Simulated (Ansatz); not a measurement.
SiClH3 (SiH3Cl). Total charge 0; triplet. Geometry r2SCAN-D4/def2-TZVP, that of the neutral singlet; atoms count from 1.

```tsv
atom	x (Å)	y (Å)	z (Å)
Si1	0.0218	0.0979	-0.0795
Cl2	-0.3279	-1.4744	1.1982
H3	-1.2516	0.8174	-0.3022
H4	0.5391	-0.4387	-1.3576
H5	1.0187	0.9978	0.5411
```

At PBE0-D4/def2-TZVP a singlet of charge 0 lies 7.05 eV below the triplet at the same geometry.

Q: Estimate the Mulliken populations from the PBE0/def2-TZVP orbitals of Ansatz.

A: 
```csv
atom,charge (e),spin (α − β)
Si1,-0.36,1.09
Cl2,0.11,0.62
H3,0.14,0.23
H4,0.05,0.02
H5,0.05,0.03
```
Mulliken values depend strongly on the basis.

Q: Where does the spin sit?

A: Summed by element: Si 1.09, Cl 0.62, H 0.28, of 2 unpaired in all. Largest on single atoms: Si1 1.09, Cl2 0.62, H3 0.23.

Q: And the Mayer bond orders between heavy atoms (over 0.3)?

A: Si1–Cl2 0.86 (2.06 Å).
